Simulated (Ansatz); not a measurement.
Coupled-cluster diagnostics for the cluster P5⁺, Ansatz.

Geometry of the singlet (B3LYP-D4/def2-SVP):

```xyz
5

P    -0.255   -0.988    0.234
P    -0.303    0.786    1.839
P    -1.761    0.853    0.498
P     0.428   -0.303   -1.954
P     1.891   -0.349   -0.617
```

Correlated methods freeze 25 core orbitals. Another isomer (singlet) lies 1.78 eV lower at PBE0-D4/def2-TZVP; other spin states weren't run for this one.

Task: Estimate the CCSD(T) correlation energy, the shares of MP2 and (T), T1 and the reference's ⟨S²⟩ for: charge 1, singlet, own geometry in def2-TZVPP; and the rough time on 4 threads of Arm Neoverse V2 on a shared host.

Result: 
```tsv
state	basis	correlation (eV)	MP2 share (%)	(T) share (%)	T1	⟨S²⟩ (pure)	wall time	remarks
charge 1, singlet, own geometry	def2-TZVPP	-21.699	89.5	7.6	0.019	0.00 (0.00)	26 s	restricted SCF unstable
```
Customary marks for T1 are 0.02 (closed shells), 0.045 (open shells) and about 0.05 (3d metals). T1 stays under 0.02 throughout.
